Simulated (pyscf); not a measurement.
## Hydrogen abstraction: H₂N–SiH₂–Cl + H• → H₂N–SiH•–Cl + H₂

Gas phase, doublet surface, charge 0. Bonds broken: Si2–H4. Bonds formed: H4–H8. Structures and frequencies: ωB97X-D3(BJ)/def2-SVP in PySCF.

Transition state (Å):

```xyz
8

N      0.3429    -0.3851     1.6804
Si    -0.3967     0.6285     0.5144
Cl     0.6616     2.3587     0.0487
H     -0.4870    -0.1897    -0.8481
H      1.1942    -0.8941     1.4665
H      0.2731    -0.1774     2.6714
H     -1.7216     1.0552     1.0309
H     -0.4812    -0.8276    -1.8231
```

One imaginary mode, 1028i cm⁻¹; descent along it reached the two sides named.

```json
[
 {"bond": "Si2–H4", "change": "breaks", "reactant side (Å)": "1.483", "saddle": "1.592", "product side": "3.4"},
 {"bond": "H4–H8", "change": "forms", "reactant side (Å)": "3.4", "saddle": "1.165", "product side": "0.761"}
]
```

Electronic energies relative to the separated reactants (eV):

```json
[
 {"level": "ωB97X-D3(BJ)/def2-TZVP", "barrier": "0.22", "reaction energy": "-0.44", "reverse barrier": "0.66"},
 {"level": "PBE/def2-TZVP", "barrier": "0.00", "reaction energy": "-0.60", "reverse barrier": "0.60"},
 {"level": "r²SCAN/def2-TZVP", "barrier": "-0.03", "reaction energy": "-0.63", "reverse barrier": "0.60"},
 {"level": "B3LYP-D3(BJ)/def2-TZVP", "barrier": "0.02", "reaction energy": "-0.63", "reverse barrier": "0.64"},
 {"level": "PBE0-D3(BJ)/def2-TZVP", "barrier": "0.09", "reaction energy": "-0.49", "reverse barrier": "0.58"},
 {"level": "M06-2X/def2-TZVP", "barrier": "0.26", "reaction energy": "-0.55", "reverse barrier": "0.81"},
 {"level": "ωB97M-D3(BJ)/def2-TZVP", "barrier": "0.23", "reaction energy": "-0.43", "reverse barrier": "0.66"},
 {"level": "HF/def2-TZVP", "barrier": "0.64", "reaction energy": "-0.19", "reverse barrier": "0.82"}
]
```

With ωB97M-D3(BJ)/def2-TZVP energies and thermal terms (ideal gas, 1 atm, RRHO with modes under 100 cm⁻¹ raised to 100, one conformer, R ln 2 for chiral ones without a mode under 150 cm⁻¹), in eV:

```
T (K)   ΔH‡   ΔG‡     ΔH     ΔG
-----  ----  ----  -----  -----
298    0.15  0.42  -0.40  -0.49
600    0.14  0.69  -0.40  -0.58
900    0.14  0.96  -0.42  -0.66
1200   0.14  1.24  -0.45  -0.74
```

At r²SCAN this geometry lies under the reactants; that is no barrier but a single point on another level's saddle; such a level's own saddle, if it has one, lies nearer that side and is low. This is the saddle that the search found; another between the same sides may lie lower. The angle at the transferred H is 176°.
